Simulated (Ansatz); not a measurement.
**AlSiH3 (triplet): the correlation ladder at distance Al1–H4 along a hydrogen transfer = 1.654 Å, cc-pVTZ**

Aim: climb from Hartree-Fock through coupled cluster and multireference methods for AlSiH3 (triplet) at one geometry and basis, and see what each rung misses.

Computed with Ansatz 0.2.0, Gaussian basis. Level: cc-pVTZ, core rule «outside noble gas», up to 10 orbitals frozen.

The runs, in order: UHF; CCSD(T) on ROHF; CCSD(T) on UHF; BCCD(T) on ROHF; CISD; CCSDT(Q) on ROHF; CCSDT(Q) on UHF; CASSCF and NEVPT2, 4 electrons in 4 orbitals.

5 further runs of the same task are left out: 5 for a known fault of the program.

## (1) What is computed

The geometry derives from fragments relaxed apart (PBE0/def2-TZVP) and kept rigid, so it is no stationary point. A hydrogen atom is moved between rigid fragments.

5 atoms, charge 0, spin multiplicity 3.

Atoms are counted from 1 here; the program's logs count them from 0.

Bond lengths: Al1–H2 1.586 Å, Al1–H3 1.586 Å, Al1–H4 1.654 Å. Angles: H2–Al1–H3 120.0°, H2–Al1–H4 120.0°, H3–Al1–H4 120.0°.

In the tables R marks a restricted open-shell determinant and U an unrestricted one; 'pair' is the active space of 4 electrons in 4 orbitals; energies count from the table's Hartree-Fock row.

## (2) UHF

The input, in.yaml:

```yaml
crystal:
  periodic: [false, false, false]
  atoms:
    - {symbol: Al, position_ang: [-1.695280, 0.000000, 0.000000]}
    - {symbol: H, position_ang: [-2.488204, 1.373384, 0.000000]}
    - {symbol: H, position_ang: [-2.488204, -1.373384, 0.000000]}
    - {symbol: H, position_ang: [-0.041280, 0.000000, 0.000000]}
    - {symbol: Si, position_ang: [1.808720, 0.000000, 0.000000]}
basis:
  gaussian: {orbitals: cc-pVTZ}
magnetization: {spin_polarized: true, initial_magnetization: 2}
hamiltonian: {xc: hf}
output: {orbitals: {seedname: orbitals}}
```

Command:

```sh
ansatz run in.yaml --threads 1 --pin off --events-out ev --progress --plain --max-ram 8192MiB --backend cpu
```

The program printed:

```text
Functional definition: HF
  name "HF"
  cite "Fock, Z. Phys. 61, 126 (1930) doi:10.1007/BF01340294"
  parent pbe
  exchange = exact_x
  correlation = 0
877 factors; their error is unknown
mean field evaluation 1: about -14488.8568 eV, gradient 7.9e0 eV
mean field evaluation 2: about -14489.7554 eV, gradient 2.8e0 eV
mean field evaluation 4: about -14489.9479 eV, gradient 4.7e-1 eV
mean field evaluation 8: about -14489.9589 eV, gradient 1.3e-1 eV
mean field evaluation 16: about -14489.3069 eV, gradient 4.3e0 eV
mean field evaluation 32: about -14489.3068 eV, gradient 4.3e0 eV
mean field -14490.25059571 eV, -532.5068875477 hartree, gradient 2.2e-5 eV, S^2 2.036004; 3 other end points of the search recorded, 0 dependent functions left out
reference -14490.25059571 eV, -532.5068875477 hartree; 16, 14 occupied and 94, 96 virtual orbitals, 877 factors
Total energy: -14490.25059571 eV, -532.5068875477 hartree
```

It took 3.4 s on 1 thread of AMD EPYC 7R13, shared host.

From the report: ⟨S²⟩ of the determinant 2.036 (pure triplet: 2.00).

## (3) CCSD(T) on ROHF

in.yaml: that of step 2 with these lines changed.

```diff
@@ -10,4 +10,3 @@
   gaussian: {orbitals: cc-pVTZ}
-magnetization: {spin_polarized: true, initial_magnetization: 2}
-hamiltonian: {xc: hf}
-output: {orbitals: {seedname: orbitals}}
+magnetization: {spin_polarized: false, initial_magnetization: 2}
+correlation: {method: ccsd_t, electrons: outside_noble_gas}
```

Command:

```sh
ansatz run in.yaml --threads 2 --pin off --events-out ev --progress --plain --max-ram 24576MiB --backend cuda --devices 0, --max-vram 18GiB
```

The program printed, cut to the lines that bear on the results:

```text
Functional definition: HF
  name "HF"
  cite "Fock, Z. Phys. 61, 126 (1930) doi:10.1007/BF01340294"
  parent pbe
[...]
654 factors; integrals over basis functions are off by at most 1.9e-3 eV
[...]
mean field -14490.10389298 eV, -532.5014963218 hartree, gradient 7.8e-6 eV, S^2 2.000000; 6 other end points of the search recorded, 0 dependent functions left out
[...]
determinant -14490.10389298 eV, -532.5014963218 hartree, with singles and doubles -14495.86357118 eV, -532.7131605917 hartree
determinant -14488.64706718 eV, -532.4479589613 hartree, with singles and doubles -14494.57108744 eV, -532.6656626903 hartree
determinant -14488.60672942 eV, -532.4464765758 hartree, with singles and doubles -14494.52669508 eV, -532.6640313013 hartree
determinant -14487.61112287 eV, -532.4098887101 hartree, with singles and doubles -14493.57890023 eV, -532.6292004829 hartree
[...]
determinant -14488.60672942 eV, -532.4464765758 hartree, with singles and doubles -14494.36709288 eV, -532.6581660286 hartree
determinant -14487.61112287 eV, -532.4098887101 hartree, with singles and doubles -14493.41287774 eV, -532.6230992688 hartree
determinant -14487.37464471 eV, -532.4011982979 hartree, with singles and doubles -14493.43240410 eV, -532.6238168492 hartree
10 core orbitals not correlated: weight in the atoms' cores, before any rotation towards them, 1.000 or more for the frozen orbitals, at most 0.000 for the correlated occupied ones
reference -14490.10389298 eV, -532.5014963218 hartree; 6, 4 occupied and 94, 96 virtual orbitals, 654 factors
second order -4.47209395 eV of doubles, -0.07150338 eV of singles
cycle   1  -5.60577944 eV  change   -9.9e-5 eV  update   1.2e-3
[...]
cycle   7  -5.60603639 eV  change   -6.4e-6 eV  update   4.0e-6
perturbative correction -0.17249115 eV, -0.0063389328 hartree
Total energy: -14495.88242052 eV, -532.7138532922 hartree
```

Run time: 15 s. Hardware: 1 × H100 (card shared with other runs) with 2 threads of AMD EPYC 7R13, shared host; peak host memory 0.81 GiB.

From the report: correlation -5.7785 eV; T1 0.022; largest double amplitude 0.05.

## (4) CCSD(T) on UHF

in.yaml: that of step 3 with these lines changed.

```diff
@@ -10,3 +10,3 @@
   gaussian: {orbitals: cc-pVTZ}
-magnetization: {spin_polarized: false, initial_magnetization: 2}
+magnetization: {spin_polarized: true, initial_magnetization: 2}
 correlation: {method: ccsd_t, electrons: outside_noble_gas}
```

Launched as before.

The program printed, cut to the lines that bear on the results:

```text
Functional definition: HF
  name "HF"
  cite "Fock, Z. Phys. 61, 126 (1930) doi:10.1007/BF01340294"
  parent pbe
[...]
654 factors; integrals over basis functions are off by at most 1.9e-3 eV
[...]
mean field -14490.25103576 eV, -532.5069037193 hartree, gradient 1.9e-6 eV, S^2 2.036004; 5 other end points of the search recorded, 0 dependent functions left out
determinant -14490.25103576 eV, -532.5069037193 hartree, with singles and doubles -14495.85877924 eV, -532.7129844910 hartree
determinant -14488.81256350 eV, -532.4540408387 hartree, with singles and doubles -14494.57202975 eV, -532.6656973195 hartree
determinant -14488.77319726 eV, -532.4525941562 hartree, with singles and doubles -14494.52884254 eV, -532.6641102187 hartree
determinant -14487.83792885 eV, -532.4182236760 hartree, with singles and doubles -14493.57069558 eV, -532.6288989673 hartree
10 core orbitals not correlated: weight in the atoms' cores, before any rotation towards them, 1.000 or more for the frozen orbitals, at most 0.000 for the correlated occupied ones
reference -14490.25103576 eV, -532.5069037193 hartree; 6, 4 occupied and 94, 96 virtual orbitals, 654 factors
second order -4.36003339 eV of doubles, -0.00000000 eV of singles
cycle   1  -5.45221859 eV  change   -3.6e-1 eV  update   2.3e-2
[...]
cycle  10  -5.46417641 eV  change    3.5e-6 eV  update   5.4e-6
perturbative correction -0.16739277 eV, -0.0061515707 hartree
Total energy: -14495.88260494 eV, -532.7138600694 hartree
```

Wall time 9 s (1 × H100 (card shared with other runs) with 2 threads of AMD EPYC 7R13, shared host); peak host memory 0.81 GiB.

From the report: ⟨S²⟩ of the determinant 2.036 (pure triplet: 2.00); correlation -5.6316 eV; T1 0.024; largest double amplitude 0.05.

## (5) BCCD(T) on ROHF

in.yaml: that of step 4 with these lines changed.

```diff
@@ -10,3 +10,3 @@
   gaussian: {orbitals: cc-pVTZ}
-magnetization: {spin_polarized: true, initial_magnetization: 2}
-correlation: {method: ccsd_t, electrons: outside_noble_gas}
+magnetization: {spin_polarized: false, initial_magnetization: 2}
+correlation: {method: bccd_t, electrons: outside_noble_gas}
```

Launched as before.

The program printed, cut to the lines that bear on the results:

```text
Functional definition: HF
  name "HF"
  cite "Fock, Z. Phys. 61, 126 (1930) doi:10.1007/BF01340294"
  parent pbe
[...]
654 factors; integrals over basis functions are off by at most 1.9e-3 eV
[...]
mean field -14490.10389298 eV, -532.5014963218 hartree, gradient 7.8e-6 eV, S^2 2.000000; 6 other end points of the search recorded, 0 dependent functions left out
[...]
determinant -14490.10389298 eV, -532.5014963218 hartree, with singles and doubles -14495.86357118 eV, -532.7131605917 hartree
determinant -14488.64706718 eV, -532.4479589613 hartree, with singles and doubles -14494.57108744 eV, -532.6656626903 hartree
determinant -14488.60672942 eV, -532.4464765758 hartree, with singles and doubles -14494.52669508 eV, -532.6640313013 hartree
determinant -14487.61112287 eV, -532.4098887101 hartree, with singles and doubles -14493.57890023 eV, -532.6292004829 hartree
[...]
determinant -14488.60672942 eV, -532.4464765758 hartree, with singles and doubles -14494.36709288 eV, -532.6581660286 hartree
determinant -14487.61112287 eV, -532.4098887101 hartree, with singles and doubles -14493.41287774 eV, -532.6230992688 hartree
determinant -14487.37464471 eV, -532.4011982979 hartree, with singles and doubles -14493.43240410 eV, -532.6238168492 hartree
10 core orbitals not correlated: weight in the atoms' cores, before any rotation towards them, 1.000 or more for the frozen orbitals, at most 0.000 for the correlated occupied ones
reference -14490.10389298 eV, -532.5014963218 hartree; 6, 4 occupied and 94, 96 virtual orbitals, 654 factors
second order -4.47209395 eV of doubles, -0.07150338 eV of singles
cycle   1  -5.60550973 eV  change    1.7e-4 eV  update   4.3e-3
[...]
cycle   9  -5.60253708 eV  change    3.2e-6 eV  update   6.0e-6
perturbative correction -0.17651369 eV, -0.0064867584 hartree
Total energy: -14495.88294375 eV, -532.7138725203 hartree
```

It took 8 s on 1 × H100 (card shared with other runs) with 2 threads of AMD EPYC 7R13, shared host; peak host memory 0.81 GiB.

From the report: correlation -5.7791 eV; largest double amplitude 0.05.

## (6) CISD

in.yaml: that of step 5 with these lines changed.

```diff
@@ -11,2 +11,2 @@
 magnetization: {spin_polarized: false, initial_magnetization: 2}
-correlation: {method: bccd_t, electrons: outside_noble_gas}
+correlation: {active_space: {ras: {orbitals: [4, 2, 94], electrons: 10, max_holes: 2, max_particles: 2}, fixed_orbitals: true}}
```

Command:

```sh
ansatz run in.yaml --threads 1 --pin off --events-out ev --progress --plain --max-ram 8192MiB --backend cpu
```

The program printed:

```text
Functional definition: HF
  name "HF"
  cite "Fock, Z. Phys. 61, 126 (1930) doi:10.1007/BF01340294"
  parent pbe
  exchange = exact_x
  correlation = 0
654 factors; integrals over basis functions are off by at most 1.9e-3 eV
mean field evaluation 1: about -14489.0434 eV, gradient 1.0e1 eV
mean field evaluation 2: about -14489.0487 eV, gradient 1.0e1 eV
mean field evaluation 4: about -14490.0985 eV, gradient 8.2e-1 eV
mean field evaluation 8: about -14490.1039 eV, gradient 1.4e-3 eV
mean field evaluation 16: about -14490.0948 eV, gradient 4.9e-1 eV
mean field -14490.10389298 eV, -532.5014963218 hartree, gradient 7.8e-6 eV, S^2 2.000000; 4 other end points of the search recorded, 0 dependent functions left out
reference -14490.10389298 eV, -532.5014963218 hartree; 16, 14 occupied and 94, 96 virtual orbitals, 654 factors
state -14495.26684243 eV, -532.6912312146 hartree
Total energy: -14495.26684243 eV, -532.6912312146 hartree
```

Wall time 37 s (1 thread of AMD EPYC 7R13, shared host); peak memory 0.56 GiB.

From the report: 320,374 determinants.

## (7) CCSDT(Q) on ROHF

in.yaml: that of step 6 with these lines changed.

```diff
@@ -11,2 +11,2 @@
 magnetization: {spin_polarized: false, initial_magnetization: 2}
-correlation: {active_space: {ras: {orbitals: [4, 2, 94], electrons: 10, max_holes: 2, max_particles: 2}, fixed_orbitals: true}}
+correlation: {method: ccsdt_q, electrons: outside_noble_gas}
```

Command:

```sh
ansatz run in.yaml --threads 2 --pin off --events-out ev --progress --plain --max-ram 24576MiB --backend cuda --devices 0, --max-vram 18GiB
```

The program printed, cut to the lines that bear on the results:

```text
Functional definition: HF
  name "HF"
  cite "Fock, Z. Phys. 61, 126 (1930) doi:10.1007/BF01340294"
  parent pbe
[...]
1336 factors; integrals over basis functions are off by at most 2.2e-7 eV
[...]
mean field -14490.10390162 eV, -532.5014966393 hartree, gradient 3.9e-6 eV, S^2 2.000000; 8 other end points of the search recorded, 0 dependent functions left out
determinant -14490.10390162 eV, -532.5014966393 hartree, with singles and doubles -14495.86359630 eV, -532.7131615149 hartree
determinant -14488.64707608 eV, -532.4479592880 hartree, with singles and doubles -14494.57111276 eV, -532.6656636209 hartree
determinant -14488.60673740 eV, -532.4464768690 hartree, with singles and doubles -14494.52671961 eV, -532.6640322026 hartree
determinant -14487.61114325 eV, -532.4098894590 hartree, with singles and doubles -14493.57893244 eV, -532.6292016666 hartree
[...]
determinant -14488.60673740 eV, -532.4464768690 hartree, with singles and doubles -14494.36708922 eV, -532.6581658939 hartree
determinant -14487.61114325 eV, -532.4098894590 hartree, with singles and doubles -14493.41288273 eV, -532.6230994521 hartree
determinant -14487.37466838 eV, -532.4011991678 hartree, with singles and doubles -14493.43242808 eV, -532.6238177306 hartree
10 core orbitals not correlated: weight in the atoms' cores, before any rotation towards them, 1.000 or more for the frozen orbitals, at most 0.000 for the correlated occupied ones
reference -14490.10390162 eV, -532.5014966393 hartree; 6, 4 occupied and 94, 96 virtual orbitals, 1336 factors
second order -4.47211456 eV of doubles, -0.07150335 eV of singles
cycle   1  -5.30101612 eV  change   -7.6e-1 eV  update   8.3e-2
[...]
cycle  18  -5.81879588 eV  change    1.1e-6 eV  update   8.5e-7
perturbative correction -0.00714635 eV, -0.0002626235 hartree
Total energy: -14495.92984384 eV, -532.7155960671 hartree
```

Run time: 25 s. Hardware: 1 × H100 (card shared with other runs) with 2 threads of AMD EPYC 7R13, shared host; peak host memory 0.99 GiB.

From the report: correlation -5.8259 eV; T1 0.024; largest double amplitude 0.06.

## (8) CCSDT(Q) on UHF

in.yaml: that of step 7 with these lines changed.

```diff
@@ -10,3 +10,3 @@
   gaussian: {orbitals: cc-pVTZ}
-magnetization: {spin_polarized: false, initial_magnetization: 2}
+magnetization: {spin_polarized: true, initial_magnetization: 2}
 correlation: {method: ccsdt_q, electrons: outside_noble_gas}
```

The command is unchanged.

The program printed, cut to the lines that bear on the results:

```text
Functional definition: HF
  name "HF"
  cite "Fock, Z. Phys. 61, 126 (1930) doi:10.1007/BF01340294"
  parent pbe
[...]
1336 factors; integrals over basis functions are off by at most 2.2e-7 eV
[...]
mean field -14490.25104454 eV, -532.5069040419 hartree, gradient 2.5e-6 eV, S^2 2.036004; 5 other end points of the search recorded, 0 dependent functions left out
determinant -14490.25104454 eV, -532.5069040419 hartree, with singles and doubles -14495.85880288 eV, -532.7129853600 hartree
determinant -14488.81257235 eV, -532.4540411639 hartree, with singles and doubles -14494.57205499 eV, -532.6656982470 hartree
determinant -14488.77320519 eV, -532.4525944475 hartree, with singles and doubles -14494.52886701 eV, -532.6641111179 hartree
determinant -14487.83794834 eV, -532.4182243923 hartree, with singles and doubles -14493.57072698 eV, -532.6289001215 hartree
10 core orbitals not correlated: weight in the atoms' cores, before any rotation towards them, 1.000 or more for the frozen orbitals, at most 0.000 for the correlated occupied ones
reference -14490.25104454 eV, -532.5069040419 hartree; 6, 4 occupied and 94, 96 virtual orbitals, 1336 factors
second order -4.36005307 eV of doubles, -0.00000000 eV of singles
cycle   1  -5.11718696 eV  change   -7.6e-1 eV  update   8.6e-2
[...]
cycle  18  -5.67297697 eV  change    9.5e-7 eV  update   9.3e-7
perturbative correction -0.00719911 eV, -0.0002645625 hartree
Total energy: -14495.93122062 eV, -532.7156466626 hartree
```

It took 15 s on 1 × H100 (card shared with other runs) with 2 threads of AMD EPYC 7R13, shared host; peak host memory 0.95 GiB.

From the report: ⟨S²⟩ of the determinant 2.036 (pure triplet: 2.00); correlation -5.6802 eV; T1 0.026; largest double amplitude 0.06.

## (9) CASSCF and NEVPT2, 4 electrons in 4 orbitals

in.yaml: that of step 8 with these lines changed.

```diff
@@ -10,3 +10,3 @@
   gaussian: {orbitals: cc-pVTZ}
-magnetization: {spin_polarized: true, initial_magnetization: 2}
-correlation: {method: ccsdt_q, electrons: outside_noble_gas}
+magnetization: {spin_polarized: false, initial_magnetization: 2}
+correlation: {method: sc_nevpt2, electrons: outside_noble_gas, active_space: {window: {electrons: 4, orbitals: 4}}}
```

The command is unchanged.

The program printed, cut to the lines that bear on the results:

```text
Functional definition: HF
  name "HF"
  cite "Fock, Z. Phys. 61, 126 (1930) doi:10.1007/BF01340294"
  parent pbe
[...]
654 factors; integrals over basis functions are off by at most 1.9e-3 eV
[...]
mean field -14490.10389298 eV, -532.5014963218 hartree, gradient 7.8e-6 eV, S^2 2.000000; 2 other end points of the search recorded, 0 dependent functions left out
reference -14490.10389298 eV, -532.5014963218 hartree; 16, 14 occupied and 94, 96 virtual orbitals, 654 factors
state -14490.50273243 eV, -532.5161534012 hartree
state -14490.50273243 eV, -532.5161534012 hartree; corrected -14494.61035057 eV, -532.6671055839 hartree
state -14490.48715418 eV, -532.5155809112 hartree
state -14490.48715418 eV, -532.5155809112 hartree; corrected -14494.62497670 eV, -532.6676430840 hartree
state -14490.48715418 eV, -532.5155809112 hartree; corrected -14494.62497670 eV, -532.6676430840 hartree
WARN: the results are in doubt because another end's mean lies 0.016 eV lower, and its corrected mean 0.015 eV higher
Total energy: -14494.62497670 eV, -532.6676430840 hartree
In doubt: another end's mean lies 0.016 eV lower, and its corrected mean 0.015 eV higher
```

It took 7 s on 1 × H100 (card shared with other runs) with 2 threads of AMD EPYC 7R13, shared host; peak host memory 0.79 GiB.

From the report: 18 determinants; active occupations 1.98, 1.00, 1.00, 0.02. The program marks this result as in doubt; its last lines say why.

## (10) Misses and costs

The yardstick is UCCSDT(Q), where the cluster series has nearly closed. Rows without a time come out of other runs: HF, MP2 and CCSD of CCSD(T), CCSDT of CCSDT(Q), CASSCF and MRCISD of the multireference runs.

Differences are taken before rounding.

```
   method  energy from the lowest RHF (kJ/mol)  from UCCSDT(Q) (kJ/mol)        time
      RHF                                  0.0                   +562.3            
      UHF                                -14.2                   +548.1            
     RMP2                               -438.4                   +123.9            
     UMP2                               -434.9                   +127.4            
     CISD                               -498.1                    +64.1        37 s
    RCCSD                               -540.9                    +21.4            
    UCCSD                               -541.4                    +20.8            
 RCCSD(T)                               -557.5                     +4.7  15 s (GPU)
 UCCSD(T)                               -557.6                     +4.7   9 s (GPU)
  BCCD(T)                               -557.6                     +4.7   8 s (GPU)
   RCCSDT                               -561.4                     +0.8            
   UCCSDT                               -561.6                     +0.7            
RCCSDT(Q)                               -562.1                     +0.1  25 s (GPU)
UCCSDT(Q)                               -562.3                        0  15 s (GPU)
```

Some runs used a GPU and others CPU threads alone; cost is compared among the GPU runs only.

Among the levels timed on like hardware and quicker than the yardstick, those that no quicker one beats, quickest first: BCCD(T) (8 s, +4.7 kJ/mol).

Left out of the table: CASSCF pair, NEVPT2 pair (the active space lost an orbital or holds another state than full CI finds).

## (11) Outcome

| quantity | value |
| --- | --- |
| UCCSDT(Q) below the RHF energy | -5.8273 eV |
| RMP2 from UCCSDT(Q) | +123.9 kJ/mol |
| UMP2 from UCCSDT(Q) | +127.4 kJ/mol |
| RCCSD from UCCSDT(Q) | +21.4 kJ/mol |
| RCCSD(T) from UCCSDT(Q) | +4.7 kJ/mol |
| UCCSD(T) from UCCSDT(Q) | +4.7 kJ/mol |
| RCCSDT(Q) from UCCSDT(Q) | +0.1 kJ/mol |
| levels within 1 kcal/mol (43 meV) | RCCSDT, UCCSDT, RCCSDT(Q) |
| T1 diagnostic | 0.022 |

**Reading.** RCCSD(T) misses by +4.7 kJ/mol, 0.8 % of the correlation energy. These misses are within one basis, not against nature; the frozen cores of restricted and unrestricted runs differ, which can shift their rows.

BCCD(T) reaches 4.7 kJ/mol from the reference in 8 s, where UCCSDT(Q) took 15 s.
